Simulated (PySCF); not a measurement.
Difluorosilane, F₂H₂Si.
InChI=1S/F2H2Si/c1-3-2/h3H2

The closed-shell ground state was solved at several levels (PySCF, density fitting, gas phase, non-relativistic). Geometry: PBE0-D3(BJ)/def2-TZVP; no solvent, vibrations or thermal averaging.

| level | basis functions | HOMO (eV) | LUMO (eV) | gap (eV) | dipole (D) |
| --- | --- | --- | --- | --- | --- |
| PBE0/aug-cc-pVTZ | 188 | -9.91 | -0.14 | 9.77 | 1.53 |
| wB97X-D/aug-cc-pVTZ | 188 | -11.85 | 0.97 | 12.82 | 1.53 |
| CAM-B3LYP/aug-cc-pVTZ | 188 | -11.39 | 0.39 | 11.78 | 1.58 |
| PBE0/pcSseg-2 | 143 | -9.93 | 0.19 | 10.12 | 1.58 |
| wB97X-D/pcSseg-2 | 143 | -11.87 | 2.00 | 13.87 | 1.59 |
| KT3/pcSseg-2 | 143 | -8.59 | -0.71 | 7.88 | 1.48 |

Q: What might B97-2/pcSseg-2 (143 basis functions) give for the same quantities?

A: HOMO -9.69 eV, LUMO 0.23 eV, gap 9.92 eV, dipole 1.56 D.

Q: Over all these levels, which gives the widest orbital gap and which the narrowest?

A: wB97X-D/pcSseg-2 (range-separated hybrid) has the widest, 13.87 eV, and KT3/pcSseg-2 (GGA) the narrowest, 7.88 eV. The two share the basis. From the narrowest to the widest the HOMO moves by -3.28 eV and the LUMO by +2.71 eV.

Q: In the pcSseg-2 basis, how does the gap go with the fixed share of exact exchange?

A: KT3 (0 %) 7.88 eV; B97-2 (21 %) 9.92 eV; PBE0 (25 %) 10.12 eV. Each rise in the share widens the gap here.

Q: How far do the dipole and the HOMO energy spread over the levels?

A: The dipole runs from 1.48 to 1.59 D (mean 1.55 D) and the HOMO from -11.87 to -8.59 eV.
